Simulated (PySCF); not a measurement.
# BClH5: the cost of one run

Programs: PySCF 2.14.0. All values are calculated, for the isolated system unless a continuum is named. Atoms count from 0, parts from 1.

### 1 The system as given

7 atoms, charge -1, multiplicity 1; geometry: GFN2-xTB. Parts: 1 = atoms 0–4, `[BH4-]`, charge -1; 2 = atoms 5–6, `Cl`, charge 0. In the given geometry H1 and H6 of different parts have joined to H2 (1.00 Å), so values for the parts refer to these atom groups.

### 2 Geometry optimisation at PBE0-D3(BJ)/def2-SVPD

The job: settings as JSON, then the geometry in Å.

```
{"job": {"xc": "PBE0", "basis": "def2-SVPD", "d3": "d3bj", "grid": 2, "kind": "geom", "shake": 0.01}, "charge": -1, "multiplicity": 1, "parts": [{"atoms": "0-4", "charge": -1, "multiplicity": 1}, {"atoms": "5-6", "charge": 0, "multiplicity": 1}]}
B      0.128099     0.035715    -0.045708
H      1.220124    -0.073223     0.676492
H      0.407865    -0.242308    -1.169643
H     -0.168902     1.212054     0.061862
H     -0.674241    -0.704096     0.436110
Cl     3.502639    -0.318360     2.145735
H      2.057348    -0.162587     1.208910
```

Run with:

```console
> OMP_NUM_THREADS=1 python cluster_run.py task.json out
```

The driver reads the jobs from task.json and runs them one after another.

Q: Estimate the wall time and peak memory of this first job on 1 thread of Arm Neoverse N1, shared host.

About 21 s, with a peak of 0.39 GiB.
